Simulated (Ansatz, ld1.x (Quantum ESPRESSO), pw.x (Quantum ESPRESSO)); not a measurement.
**lithium: one change to the TM potential, in the atom and in the bcc crystal**

* Element: lithium (Li)
* Generator: ld1.x (Quantum ESPRESSO) 7.5
* Type: norm-conserving Troullier–Martins (Kleinman–Bylander form)
* Functional: PBE
* Relativity: scalar-relativistic
* Frozen core: [He]
* Valence charge: 1
* Reference configuration: 2s1 2p0
* Partial waves: 2s (bound): rc 2.40 bohr; 2p (bound, empty): rc 4.20 bohr; 3d channel at 0.4 Ry: rc 3.25 bohr
* Local potential: the d channel
* Core correction: none

Change: local potential all-electron potential smoothed inside 3.80 bohr (lloc = -1).

Cutoffs, loose and tight: the cutoffs (Ry, on a coarse ladder) from which the occupation-weighted sum of valence levels, in a spherical-Bessel basis at the reference potential, stays within 10 and 1 mRy of its value at 400 Ry. They do not see the model core or the augmentation charge, which bear on the density cutoff. Test errors are all-electron minus pseudo excitation energies from the reference, over the configurations 2s0.5 2p0; 2s0 2p1; variants that change the core or the reference have their own tests.

Crystal test: bcc Li in pw.x 7.5, no spin, 13³ k-points, Fermi–Dirac smearing 0.01 Ry, cutoffs set for each file from its atomic test. The reference is all-electron LAPW (Ansatz 0.2.0) with the same functional, mesh and smearing; V0 and B0 come from Birch–Murnaghan fits to the pressures at five volumes. Errors are pseudo minus all-electron; Δ is the rms difference of the E(V) curves that follow from these fits, minima aligned, over ±6 % about the mean V0. Mesh and smearing are coarse, so the numbers serve the comparison and aren't converged zero-temperature values; the lattice is a test structure that the element need not adopt.

All-electron: a0 = 3.436 Å (V0 = 20.29 Å³/atom), B0 = 13.8 GPa.

Q: Does the change bring the crystal closer to the all-electron result?

A: The mean pressure error goes from -0.90 to -0.42 GPa, so the change moves the solid closer to the all-electron pressures.

| quantity | base | changed |
| --- | --- | --- |
| outcome (atom) | generated | generated |
| cutoff, loose (atom) | 6 Ry | 6 Ry |
| cutoff, tight (atom) | 6 Ry | 6 Ry |
| bound ghosts (atom) | none | none |
| largest test error (meV) (atom) | +5.0 | +4.6 |
| cutoffs in pw.x (Ry) | 35/140 | 35/140 |
| a0 (Å) | – | 3.396 |
| a0 error (%) | – | -1.16 |
| B0 error (%) | – | -7.8 |
| Δ (meV/atom) | – | 2.1 |
| mean pressure error (GPa) | -0.90 | -0.42 |

A dash: not determined, or the minimum lies outside the volumes sampled.

Base: The largest radius (4.20 bohr) exceeds half the bond length (2.82 bohr), so the spheres overlap, which is one possible source of error among others. This is a poor potential for the solid. Changed file: The largest radius (4.20 bohr) exceeds half the bond length (2.82 bohr), so the spheres overlap, which is one possible source of error among others. This is a poor potential for the solid. The atomic cutoffs weigh occupied waves only.
